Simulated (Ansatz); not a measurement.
This geometry of C3H8FNS (14 atoms, charge 0, multiplicity 1) is a first-order saddle point.

These are results of RHF/def2-SVP (Ansatz 0.2.0), not measurements.

```xyz
14
Properties=species:S:1:pos:R:3
C -1.389 -1.596 -0.485
S -1.462 0.110 0.115
C 0.268 0.673 -0.088
C 1.270 -0.120 0.725
N 0.327 2.075 0.223
F 0.617 0.524 -1.402
H -2.421 -1.919 -0.607
H -0.894 -2.259 0.221
H -0.892 -1.632 -1.452
H 1.257 -1.177 0.462
H 1.051 -0.008 1.785
H 2.263 0.282 0.526
H 0.514 2.593 -0.616
H -0.524 2.423 0.622
```

Task: Which two structures does it join? (They come from a converged band through this point; their orientation in space is the band's.)

Result: No bond is made or broken. The dihedral S2–C3–N5–H14 goes from 77 to -59°.

Image 0:

```xyz
14
Properties=species:S:1:pos:R:3
C -1.368 -1.588 -0.682
S -1.445 0.109 -0.056
C 0.314 0.649 -0.128
C 1.198 -0.046 0.886
N 0.387 2.058 0.019
F 0.781 0.337 -1.368
H -2.399 -1.920 -0.796
H -0.862 -2.257 0.012
H -0.877 -1.611 -1.651
H 1.190 -1.123 0.726
H 0.854 0.157 1.899
H 2.218 0.318 0.767
H -0.274 2.535 -0.567
H 0.271 2.353 0.969
```

Image 8:

```xyz
14
Properties=species:S:1:pos:R:3
C -1.422 -1.589 -0.634
S -1.497 0.013 0.205
C 0.211 0.628 -0.014
C 1.219 -0.030 0.905
N 0.156 2.020 0.195
F 0.603 0.332 -1.304
H -2.428 -2.003 -0.580
H -0.738 -2.277 -0.138
H -1.138 -1.467 -1.675
H 1.252 -1.104 0.734
H 0.957 0.161 1.943
H 2.213 0.374 0.701
H 1.065 2.443 0.142
H -0.466 2.471 -0.450
```

Task: How far does it lie above each of them?

Result: 0.144 eV above the first and 0.273 eV above the second. This is the barrier of this one path; another mechanism may lie lower.

The run took 100 s on 2 threads of Arm Neoverse V2 (shared host), peak memory 0.31 GiB.
